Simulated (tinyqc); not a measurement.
CCSD on RHF in the sto-3g basis, frozen core, for BH3, spin multiplicity 1, step by step (part 2 of 2). Computed by tinyqc, a small Python program that keeps every step (integrals from PySCF). Command: `OMP_NUM_THREADS=1 python tinyqc.py 20937 20938 out.jsonl` (the two numbers bound the seeds that draw the settings). One thread of a shared host (Intel(R) Xeon(R) Processor @ 2.60GHz), about 0.3 s of CPU time with the checks.

Geometry (angstrom):
```
atom          x          y         z
B      0.000000   0.000000  0.032000
H      1.253000   0.000000  0.000000
H     -0.627000   1.085000  0.000000
H     -0.627000  -1.085000  0.000000
```

## Integrals over molecular orbitals

coefficients C:
```
              MO1        MO2        MO3        MO4        MO5        MO6        MO7        MO8
1B 1s    0.991094  -0.225894  -0.000015   0.000000  -0.011434  -0.260784   0.000000   0.000308
1B 2s    0.035514   0.580376   0.000031   0.000000   0.050564   1.359165   0.000000  -0.001581
1B 2px  -0.000001  -0.000008   0.503532   0.000000   0.000004   0.001199   0.000000   1.141686
1B 2py   0.000000   0.000000   0.000000   0.503575   0.000000   0.000000   1.141319   0.000000
1B 2pz  -0.000144  -0.004570   0.000000   0.000000   0.998776  -0.056247   0.000000   0.000059
2H 1s   -0.005988   0.278495   0.525184   0.000000  -0.017909  -0.708905   0.000000  -0.928702
3H 1s   -0.005988   0.278420  -0.262628   0.454915  -0.017897  -0.707148  -0.804819   0.465692
4H 1s   -0.005988   0.278420  -0.262628  -0.454915  -0.017897  -0.707148   0.804819   0.465692
```

core Hamiltonian H = T + V (hartree), lower triangle:
```
             1B 1s      1B 2s     1B 2px     1B 2py     1B 2pz      2H 1s      3H 1s      4H 1s
1B 1s   -13.587565
1B 2s    -3.528427  -4.643823
1B 2px    0.000008   0.000079  -3.903862
1B 2py    0.000000   0.000000   0.000000  -3.903687
1B 2pz    0.001283   0.011506  -0.000001   0.000000  -3.738543
2H 1s    -0.761930  -1.843438  -1.697764   0.000000   0.045537  -3.041276
3H 1s    -0.761694  -1.843126   0.849400  -1.469795   0.045527  -0.384170  -3.041130
4H 1s    -0.761694  -1.843126   0.849400   1.469795   0.045527  -0.384170  -0.384505  -3.041130
```

Given earlier and not repeated: Two-electron integrals (ij|kl) in chemists' order.

(pq|rs) = sum C_ip C_jq C_kr C_ls (ij|kl), one index at a time.

one-electron integrals over orbitals h = C^T H C (hartree), lower triangle:
```
            1          2          3          4          5          6          7          8
1  -13.571799
2    0.294840  -3.718727
3    0.000025   0.000014  -3.436491
4    0.000000   0.000000   0.000000  -3.436312
5    0.015997  -0.011617  -0.000002   0.000000  -3.737302
6    0.302294  -0.617848  -0.000664   0.000000   0.029027  -2.934140
7    0.000000   0.000000   0.000000  -0.633164   0.000000   0.000000  -3.126200
8   -0.000342   0.000808  -0.633320   0.000000  -0.000029  -0.000198   0.000000  -3.126117
```

Two-electron integrals over orbitals (pq|rs), unique and non-zero (hartree); the lowest 1 orbital is frozen and left out:
```
(22|22) 0.436680    (32|22) 4.08e-06    (32|32) 0.118841    (33|22) 0.429722
(33|32) 0.063769    (33|33) 0.481587    (42|42) 0.118795    (43|42) -0.063781
(43|43) 0.049630    (44|22) 0.429700    (44|32) -0.063798   (44|33) 0.382368
(44|44) 0.481596    (52|22) -0.000757   (52|32) -3.09e-07   (52|33) -0.000668
(52|44) -0.000667   (52|52) 0.068768    (53|22) -2.89e-07   (53|32) -0.001398
(53|33) -0.001382   (53|44) 0.001382    (53|52) 3.26e-06    (53|53) 0.016913
(54|42) -0.001396   (54|43) 0.001382    (54|54) 0.016911    (55|22) 0.458906
(55|32) 0.000008    (55|33) 0.425588    (55|44) 0.425576    (55|52) 0.008797
(55|53) 7.25e-07    (55|55) 0.586886    (62|22) 0.044534    (62|32) -0.000009
(62|33) 0.021452    (62|44) 0.021527    (62|52) -0.000295   (62|53) 2.81e-06
(62|55) 0.110426    (62|62) 0.071835    (63|22) 0.000040    (63|32) -0.043863
(63|33) -0.041627   (63|44) 0.041689    (63|52) 4.33e-06    (63|53) 0.001597
(63|55) 0.000106    (63|62) 0.000140    (63|63) 0.061025    (64|42) -0.043705
(64|43) 0.041601    (64|54) 0.001593    (64|64) 0.060867    (65|22) -0.003226
(65|32) 0.000006    (65|33) -0.001381   (65|44) -0.001387   (65|52) 0.064252
(65|53) 0.000021    (65|55) 0.000254    (65|62) -0.005615   (65|63) -4.88e-06
(65|65) 0.065693    (66|22) 0.430875    (66|32) 0.000256    (66|33) 0.428677
(66|44) 0.428385    (66|52) -0.005833   (66|53) -0.000005   (66|55) 0.451495
(66|62) 0.027971    (66|63) -0.000097   (66|65) -0.007368   (66|66) 0.446134
(72|42) -0.001602   (72|43) 0.023487    (72|54) 0.002018    (72|64) 0.045968
(72|72) 0.048700    (73|42) 0.049175    (73|43) -0.023731   (73|54) -0.001128
(73|64) -0.030934   (73|72) -0.009902   (73|73) 0.034741    (74|22) 0.048678
(74|32) 0.049193    (74|33) 0.053000    (74|44) 0.005552    (74|52) 0.003460
(74|53) -0.001128   (74|55) 0.100736    (74|62) 0.069225    (74|63) -0.030939
(74|65) -0.001679   (74|66) 0.027692    (74|74) 0.105778    (75|42) 0.004600
(75|43) -0.002278   (75|54) 0.016196    (75|64) -0.001891   (75|72) 0.000572
(75|73) 0.001937    (75|75) 0.020594    (76|42) 0.107597    (76|43) -0.058219
(76|54) -0.001831   (76|64) -0.046572   (76|72) -0.007071   (76|73) 0.051395
(76|75) 0.004048    (76|76) 0.110484    (77|22) 0.450849    (77|32) -0.029055
(77|33) 0.412974    (77|44) 0.479725    (77|52) 0.001480    (77|53) 0.001342
(77|55) 0.473224    (77|62) 0.048302    (77|63) 0.037344    (77|65) -0.001090
(77|66) 0.455634    (77|74) 0.045137    (77|77) 0.520544    (82|22) -0.000068
(82|32) -0.001608   (82|33) -0.023510   (82|44) 0.023443    (82|52) 4.25e-07
(82|53) 0.002018    (82|55) -0.000138   (82|62) -0.000022   (82|63) 0.045987
(82|65) 0.000006    (82|66) -0.000069   (82|74) -0.009985   (82|77) 0.029953
(82|82) 0.048696    (83|22) 0.048689    (83|32) -0.049102   (83|33) 0.005644
(83|44) 0.052965    (83|52) 0.003461    (83|53) 0.001127    (83|55) 0.100747
(83|62) 0.069256    (83|63) 0.031019    (83|65) -0.001684   (83|66) 0.027453
(83|74) 0.039649    (83|77) 0.067366    (83|82) 0.009770    (83|83) 0.105679
(84|42) 0.049213    (84|43) -0.023775   (84|54) -0.001130   (84|64) -0.031001
(84|72) -0.009959   (84|73) 0.031461    (84|75) 0.001939    (84|76) 0.051441
(84|84) 0.034806    (85|22) 3.68e-06    (85|32) 0.004602    (85|33) 0.002280
(85|44) -0.002278   (85|52) -0.000075   (85|53) 0.016198    (85|55) -8.39e-07
(85|62) 0.000006    (85|63) -0.001898   (85|65) -0.000054   (85|66) 0.000018
(85|74) 0.001940    (85|77) -0.000863   (85|82) 0.000572    (85|83) -0.001933
(85|85) 0.020597    (86|22) 0.000022    (86|32) 0.107698    (86|33) 0.058300
(86|44) -0.058295   (86|52) 0.000007    (86|53) -0.001836   (86|55) 0.000020
(86|62) 1.76e-06    (86|63) -0.046820   (86|65) 0.000012    (86|66) 0.000269
(86|74) 0.051463    (86|77) -0.029993   (86|82) -0.007155   (86|83) -0.051317
(86|85) 0.004052    (86|86) 0.110651    (87|42) -0.029180   (87|43) 0.033459
(87|54) 0.001344    (87|64) 0.037319    (87|72) 0.030034    (87|73) -0.011197
(87|75) -0.000868   (87|76) -0.030067   (87|84) -0.011241   (87|87) 0.034577
(88|22) 0.450883    (88|32) 0.028803    (88|33) 0.479612    (88|44) 0.413120
(88|52) 0.001480    (88|53) -0.001338   (88|55) 0.473257    (88|62) 0.048223
(88|63) -0.037119   (88|65) -0.001087   (88|66) 0.455813    (88|74) 0.067282
(88|77) 0.451651    (88|82) -0.030065   (88|83) 0.045331    (88|85) 0.000856
(88|86) 0.029786    (88|88) 0.520464
```

## CCSD: starting amplitudes

orbital energies (hartree): MO1 -7.421021, MO2 -0.645432, MO3 -0.444729, MO4 -0.444574, MO5 0.241716, MO6 0.618517, MO7 0.698224, MO8 0.698665

t_ij^ab = <ij||ab> / (e_i + e_j - e_a - e_b), whose energy is MP2.

Starting amplitudes (spin orbitals 1a, 1b, ...; amplitudes related by a flip of all spins are not repeated; the 24 largest):
```
from      to          t
4a 4b  7a 7b  -0.046280
3a 3b  8a 8b  -0.046213
2a 2b  5a 5b  -0.038758
2a 3b  6a 8b  -0.028769
2a 4b  6a 7b  -0.028763
3a 3b  6a 6b  -0.028698
4a 4b  6a 6b  -0.028627
2a 2b  6a 6b  -0.028417
2a 3b  6b 8a   0.019103
2a 4b  6b 7a   0.019100
2a 2b  7a 7b  -0.018122
2a 2b  8a 8b  -0.018115
3a 4b  7b 8a   0.017343
4a 4b  8a 8b  -0.015223
3a 3b  7a 7b  -0.015198
3a 3b  6a 8b  -0.014057
4a 4b  6a 8b   0.014051
3a 4b  6a 7b   0.014025
3a 4b  6b 7a  -0.014023
3a 4b  7a 8b  -0.013761
4a 4b  5a 5b  -0.012320
3a 3b  5a 5b  -0.012319
2a 3a  6a 8a  -0.009666
2a 4a  6a 7a  -0.009664
```

correlation energy = -0.03973926 hartree

## CCSD: amplitude update 1

t_i^a D_i^a and t_ij^ab D_ij^ab are set to the remaining terms of the spin-orbital equations, evaluated with the old amplitudes; for the doubles these are <ij||ab> + 1/2 <ab||ef> t_ij^ef + 1/2 <mn||ij> t_mn^ab + P(ij)P(ab) <mb||ej> t_im^ae + terms in t^2 + terms with t1, D the orbital-energy denominators.

Amplitudes after update 1 (spin orbitals 1a, 1b, ...; amplitudes related by a flip of all spins are not repeated; the 24 largest):
```
from      to          t
4a 4b  7a 7b  -0.060315
3a 3b  8a 8b  -0.060219
2a 2b  5a 5b  -0.050011
3a 3b  6a 6b  -0.038303
4a 4b  6a 6b  -0.038207
2a 3b  6a 8b  -0.037646
2a 4b  6a 7b  -0.037635
2a 2b  6a 6b  -0.034836
2a 3b  6b 8a   0.027852
2a 4b  6b 7a   0.027846
2a 2b  7a 7b  -0.022484
2a 2b  8a 8b  -0.022476
3a 4b  7b 8a   0.022465
3a 4b  7a 8b  -0.020607
3a 3b  6a 8b  -0.019360
4a 4b  6a 8b   0.019357
3a 4b  6a 7b   0.019318
3a 4b  6b 7a  -0.019313
4a 4b  8a 8b  -0.017306
3a 3b  7a 7b  -0.017272
4a 4b  5a 5b  -0.011615
3a 3b  5a 5b  -0.011613
2a 3a  6a 8a  -0.009794
2a 4a  6a 7a  -0.009789
```

correlation energy = -0.05207507 hartree

## CCSD: convergence

E_corr = 1/4 sum <ij||ab> t_ij^ab + 1/2 sum <ij||ab> t_i^a t_j^b; stop when the norm of the change is below 1e-8.

Course of the amplitude iterations:
```
update  correlation energy (hartree)  norm of the change
0                        -0.03973926                   -
1                        -0.05207507            8.62e-02
2                        -0.05622050            3.16e-02
3                        -0.05858166            1.24e-02
4                        -0.05857027            1.35e-03
5                        -0.05857408            1.89e-04
6                        -0.05857291            1.44e-05
7                        -0.05857328            2.23e-06
8                        -0.05857319            5.92e-07
9                        -0.05857319            8.86e-08
10                       -0.05857319            2.22e-08
11                       -0.05857319            3.58e-09
```

Converged amplitudes (spin orbitals 1a, 1b, ...; amplitudes related by a flip of all spins are not repeated; the 24 largest):
```
from      to          t
4a 4b  7a 7b  -0.068541
3a 3b  8a 8b  -0.068428
2a 2b  5a 5b  -0.056962
3a 3b  6a 6b  -0.044203
4a 4b  6a 6b  -0.044092
2a 3b  6a 8b  -0.041630
2a 4b  6a 7b  -0.041618
2a 2b  6a 6b  -0.038406
2a 3b  6b 8a   0.033448
2a 4b  6b 7a   0.033442
3a 4b  7a 8b  -0.026059
3a 4b  7b 8a   0.025191
2a 2b  7a 7b  -0.024375
2a 2b  8a 8b  -0.024366
4a 4b  6a 8b   0.022000
3a 3b  6a 8b  -0.021999
3a 4b  6a 7b   0.021952
3a 4b  6b 7a  -0.021944
4a 4b  8a 8b  -0.017361
3a 3b  7a 7b  -0.017322
2a 3a  6a 8a  -0.008182
2a 4a  6a 7a  -0.008176
2a 4b  7b 8a  -0.008112
2a 4b  7a 8b   0.008104
```

CCSD total energy = -26.11382386 hartree

T1 diagnostic, norm of the one-spin t1 over sqrt(correlated electrons) = 0.002518

Converged in 11 updates, with DIIS from the third.
